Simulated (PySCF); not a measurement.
H₃O₂P.
Structure used (PBE0-D3(BJ)/def2-SVP), in Å, numbered top down from 1:
```xyz
6
H3O2P angstrom
O     -0.604    1.326   -0.787
P     -0.397    0.087   -0.003
O      1.131   -0.291    0.395
H     -0.963    0.014    1.295
H     -0.882   -1.098   -0.627
H      1.744   -0.060   -0.317
```

Method: EOM-IP-CCSD/aug-cc-pVDZ in PySCF, restricted Hartree–Fock reference, 7 core orbitals frozen, non-relativistic, gas phase, PBE0-D3(BJ)/def2-SVP geometry.

Hartree–Fock orbital energies give these Koopmans values (eV): HOMO 12.21, HOMO-1 12.75, HOMO-2 14.56, HOMO-3 15.36, HOMO-4 17.40, HOMO-5 17.69, HOMO-6 19.34.

Q: What vertical ionisation energies does EOM-IP-CCSD give?

A: 
```tsv
leading hole (HF orbital)	Koopmans (eV)	EOM-IP-CCSD (eV)	change (eV)	one-hole share
HOMO	12.21	10.92	-1.29	0.95
HOMO-1	12.75	11.29	-1.46	0.94
HOMO-2	14.56	12.84	-1.72	0.95
HOMO-3	15.36	13.72	-1.64	0.94
HOMO-4	17.40	15.66	-1.74	0.94
HOMO-5	17.69	16.28	-1.41	0.94
HOMO-6	19.34	17.84	-1.50	0.94
```

Q: Does the order of the lines follow the orbital energies?

A: Yes, no two lines change places. The corrections run from -1.74 to -1.29 eV, with a mean of -1.54 eV over the 7 lines; no line lies above its Koopmans value. Koopmans values leave out both the relaxation of the orbitals and the change in correlation energy.

Q: At what kinetic energies would He I light (21.22 eV) eject these electrons?

A: 10.30 eV (HOMO), 9.93 eV (HOMO-1), 8.38 eV (HOMO-2), 7.50 eV (HOMO-3), 5.56 eV (HOMO-4), 4.94 eV (HOMO-5), 3.38 eV (HOMO-6).

One root was sought for each valence orbital with −ε under 21 eV, eight at most, so deeper holes and satellites are missing; no vibrational structure.

One conformer stands for the species.
